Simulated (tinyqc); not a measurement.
Inside a calculation. Method: RKS/PBE in the sto-6g basis, for HF, spin multiplicity 1. One step of it, computed by the program tinyqc.

Task: Iteration 1: building the Kohn-Sham matrix. J_ij = sum D_kl (ij|kl); F = H + J + V_xc; E = tr D H + tr D J / 2 + E_xc + E_nn.

D at the start, order 1F 1s, 1F 2s, 1F 2px, 1F 2py, 1F 2pz, 2H 1s:
$$\begin{pmatrix}
2.152021 & -0.498168 & 0.000000 & 0.000000 & 0.005711 & -0.010816 \\
-0.498168 & 2.141874 & 0.000000 & 0.000000 & -0.032329 & 0.050647 \\
0.000000 & 0.000000 & 1.636591 & 0.000000 & 0.000000 & 0.000000 \\
0.000000 & 0.000000 & 0.000000 & 1.636591 & 0.000000 & 0.000000 \\
0.005711 & -0.032329 & 0.000000 & 0.000000 & 1.585444 & 0.166170 \\
-0.010816 & 0.050647 & 0.000000 & 0.000000 & 0.166170 & 1.009862
\end{pmatrix}$$

core Hamiltonian H = T + V (hartree), order 1F 1s, 1F 2s, 1F 2px, 1F 2py, 1F 2pz, 2H 1s:
$$\begin{pmatrix}
-40.781070 & -9.091903 & 0.000000 & 0.000000 & -0.006073 & -0.534406 \\
-9.091903 & -10.749446 & 0.000000 & 0.000000 & -0.071806 & -1.373010 \\
0.000000 & 0.000000 & -8.569512 & 0.000000 & 0.000000 & 0.000000 \\
0.000000 & 0.000000 & 0.000000 & -8.569512 & 0.000000 & 0.000000 \\
-0.006073 & -0.071806 & 0.000000 & 0.000000 & -8.600702 & -1.033743 \\
-0.534406 & -1.373010 & 0.000000 & 0.000000 & -1.033743 & -3.664527
\end{pmatrix}$$

Two-electron integrals (ij|kl) in chemists' order, unique and non-zero (hartree):
```
(11|11) 5.406240   (21|11) 0.768129   (21|21) 0.138909   (22|11) 1.266271
(22|21) 0.283987   (22|22) 0.926367   (31|31) 0.029452   (32|31) 0.044681
(32|32) 0.204753   (33|11) 1.266273   (33|21) 0.283987   (33|22) 0.926366
(33|33) 0.998085   (41|41) 0.029452   (42|41) 0.044681   (42|42) 0.204753
(43|43) 0.053789   (44|11) 1.266273   (44|21) 0.283987   (44|22) 0.926366
(44|33) 0.890506   (44|44) 0.998085   (51|51) 0.029452   (52|51) 0.044681
(52|52) 0.204753   (53|53) 0.053789   (54|54) 0.053789   (55|11) 1.266273
(55|21) 0.283987   (55|22) 0.926366   (55|33) 0.890506   (55|44) 0.890506
(55|55) 0.998085   (61|11) 0.047622   (61|21) 0.008266   (61|22) 0.016569
(61|33) 0.016543   (61|44) 0.016543   (61|51) 0.000359   (61|52) 0.000707
(61|55) 0.016622   (61|61) 0.000500   (62|11) 0.139842   (62|21) 0.031926
(62|22) 0.118666   (62|33) 0.116962   (62|44) 0.116962   (62|51) 0.002314
(62|52) 0.018498   (62|55) 0.122074   (62|61) 0.001906   (62|62) 0.020234
(63|31) 0.003280   (63|32) 0.019658   (63|53) 0.003750   (63|63) 0.002739
(64|41) 0.003280   (64|42) 0.019658   (64|54) 0.003750   (64|64) 0.002739
(65|11) 0.104458   (65|21) 0.024151   (65|22) 0.095782   (65|33) 0.092068
(65|44) 0.092068   (65|51) 0.004709   (65|52) 0.032919   (65|55) 0.103211
(65|61) 0.001493   (65|62) 0.020028   (65|65) 0.022284   (66|11) 0.354783
(66|21) 0.082443   (66|22) 0.352585   (66|33) 0.343862   (66|44) 0.343862
(66|51) 0.005865   (66|52) 0.067242   (66|55) 0.370029   (66|61) 0.004927
(66|62) 0.084942   (66|65) 0.096780   (66|66) 0.774999
```

nuclear repulsion = 3.20713461 hartree

V_xc (hartree), order 1F 1s, 1F 2s, 1F 2px, 1F 2py, 1F 2pz, 2H 1s:
$$\begin{pmatrix}
-3.503977 & -0.430003 & 0.000000 & 0.000000 & 0.000187 & -0.027695 \\
-0.430003 & -0.904839 & 0.000000 & 0.000000 & -0.001340 & -0.105264 \\
0.000000 & 0.000000 & -0.904571 & 0.000000 & 0.000000 & 0.000000 \\
0.000000 & 0.000000 & 0.000000 & -0.904571 & 0.000000 & 0.000000 \\
0.000187 & -0.001340 & 0.000000 & 0.000000 & -0.905490 & -0.084201 \\
-0.027695 & -0.105264 & 0.000000 & 0.000000 & -0.084201 & -0.439817
\end{pmatrix}$$

E_xc = sum of w rho eps_xc = -10.82429176 hartree

Give: Coulomb J; Kohn-Sham matrix F; total energy of this density.

Result:

Coulomb J (hartree), order 1F 1s, 1F 2s, 1F 2px, 1F 2py, 1F 2pz, 2H 1s:
$$\begin{pmatrix}
20.1397 & 3.5970 & 0.0000 & 0.0000 & 0.0052 & 0.2158 \\
3.5970 & 9.3267 & 0.0000 & 0.0000 & 0.0680 & 1.1930 \\
0.0000 & 0.0000 & 9.3183 & 0.0000 & 0.0000 & 0.0000 \\
0.0000 & 0.0000 & 0.0000 & 9.3183 & 0.0000 & 0.0000 \\
0.0052 & 0.0680 & 0.0000 & 0.0000 & 9.3434 & 0.9759 \\
0.2158 & 1.1930 & 0.0000 & 0.0000 & 0.9759 & 3.9678
\end{pmatrix}$$

Kohn-Sham matrix F (hartree), order 1F 1s, 1F 2s, 1F 2px, 1F 2py, 1F 2pz, 2H 1s:
$$\begin{pmatrix}
-24.1454 & -5.9249 & 0.0000 & 0.0000 & -0.0007 & -0.3463 \\
-5.9249 & -2.3276 & 0.0000 & 0.0000 & -0.0052 & -0.2853 \\
0.0000 & 0.0000 & -0.1558 & 0.0000 & 0.0000 & 0.0000 \\
0.0000 & 0.0000 & 0.0000 & -0.1558 & 0.0000 & 0.0000 \\
-0.0007 & -0.0052 & 0.0000 & 0.0000 & -0.1628 & -0.1420 \\
-0.3463 & -0.2853 & 0.0000 & 0.0000 & -0.1420 & -0.1366
\end{pmatrix}$$

total energy of this density = -100.451493 hartree

This density is the starting one; it is not idempotent, so its energy is not variational and may lie below the converged one.
